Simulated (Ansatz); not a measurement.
# CHCl₂+ (SMILES Cl[CH+]Cl): one structure at several levels

A test off equilibrium: a structure displaced at random from a GFN2-xTB minimum is computed at several levels, and each is set against CCSD(T).

Method: single points in def2-TZVPP; program: Ansatz 0.2.0, Gaussian basis.

Cores are frozen in the correlated methods.

## (1) The system as given

SMILES `Cl[CH+]Cl`, 4 atoms, charge 1, spin multiplicity 1.

Atoms are counted from 1 here; the program's logs count them from 0.

Bond lengths: Cl1–C2 1.723 Å, C2–Cl3 1.727 Å, C2–H4 1.163 Å. Angles: Cl1–C2–Cl3 123.6°, Cl1–C2–H4 115.9°, Cl3–C2–H4 120.6°.

Coordinates:

```
Cl    1.3801   -0.6702   -0.6249
C    -0.0196    0.0002    0.1229
Cl   -1.2772    0.7999   -0.7493
H    -0.0807   -0.1128    1.2787
```

## (2) CCSD(T)/def2-TZVPP

run/in.yaml reads:

```yaml
crystal:
  periodic: [false, false, false]
  atoms:
    - {symbol: Cl, position_ang: [1.380100, -0.670200, -0.624900]}
    - {symbol: C, position_ang: [-0.019600, 0.000200, 0.122900]}
    - {symbol: Cl, position_ang: [-1.277200, 0.799900, -0.749300]}
    - {symbol: H, position_ang: [-0.080700, -0.112800, 1.278700]}
basis:
  gaussian: {orbitals: def2-TZVPP}
total_charge: 1
correlation: {method: ccsd_t}
output: {forces: true}
```

No record of the launch command was kept for these runs.

## (3) PBE0-D4/def2-TZVPP

run/in.yaml: that of step 2 with these lines changed.

```diff
@@ -10,3 +10,3 @@
 total_charge: 1
-correlation: {method: ccsd_t}
-output: {forces: true}
+hamiltonian: {xc: pbe0, dispersion: d4}
+output: {forces: true, orbitals: {seedname: orbitals}}
```

## (4) wB97M-V/def2-TZVPP

run/in.yaml: that of step 3 with these lines changed.

```diff
@@ -10,3 +10,3 @@
 total_charge: 1
-hamiltonian: {xc: pbe0, dispersion: d4}
-output: {forces: true, orbitals: {seedname: orbitals}}
+hamiltonian: {xc: {name: wB97M-V}}
+output: {forces: true}
```

## (5) r2SCAN-D4/def2-TZVPP

run/in.yaml: that of step 4 with these lines changed.

```diff
@@ -10,3 +10,3 @@
 total_charge: 1
-hamiltonian: {xc: {name: wB97M-V}}
+hamiltonian: {xc: r2scan, dispersion: d4}
 output: {forces: true}
```

## (6) PBE-D4/def2-TZVPP

run/in.yaml: that of step 5 with these lines changed.

```diff
@@ -10,3 +10,3 @@
 total_charge: 1
-hamiltonian: {xc: r2scan, dispersion: d4}
+hamiltonian: {xc: pbe, dispersion: d4}
 output: {forces: true}
```

## (7) CAM-B3LYP-D4/def2-TZVPP

run/in.yaml: that of step 6 with these lines changed.

```diff
@@ -10,3 +10,3 @@
 total_charge: 1
-hamiltonian: {xc: pbe, dispersion: d4}
+hamiltonian: {xc: {name: CAM-B3LYP}, dispersion: d4}
 output: {forces: true}
```

## (8) LC-wPBE/def2-TZVPP

run/in.yaml: that of step 7 with these lines changed.

```diff
@@ -10,3 +10,3 @@
 total_charge: 1
-hamiltonian: {xc: {name: CAM-B3LYP}, dispersion: d4}
+hamiltonian: {xc: {name: LC-wPBE}}
 output: {forces: true}
```

(Steps that only read results are left out.)

Before running it: what results should come out? Wanted: energy less free atoms, CCSD(T)/def2-TZVPP; RMS force component; RMS force error; HOMO and LUMO, PBE0-D4; T1 diagnostic.

The runs gave:

```
                                  quantity                                                                                                value
energy less free atoms, CCSD(T)/def2-TZVPP                                                                                       -61.0 kcal/mol
                       RMS force component                                                                 1.251 to 1.718 eV/Å over the methods
                           RMS force error  PBE0-D4 0.199, wB97M-V 0.156, r2SCAN-D4 0.064, PBE-D4 0.139, CAM-B3LYP-D4 0.173, LC-wPBE 0.406 eV/Å
                    HOMO and LUMO, PBE0-D4                                                                                 -16.30 and -10.79 eV
                             T1 diagnostic                                                                                                0.025
```

What this shows: Against CCSD(T) the functionals' energies less atoms differ by -31.0 to +1.2 kcal/mol, PBE-D4 by -31.0 kcal/mol. A larger basis would deepen the CCSD(T) value, while the functionals are nearly converged already, so the order here is not reliable. For forces r2SCAN-D4 does best and LC-wPBE worst. Frozen-core CCSD(T) forces in triple zeta carry basis errors of their own, and this is one geometry, so small gaps rank nothing. The T1 diagnostic is large here, over the usual mark for main-group molecules (transition-metal compounds often pass it harmlessly), so CCSD(T) itself may be off.
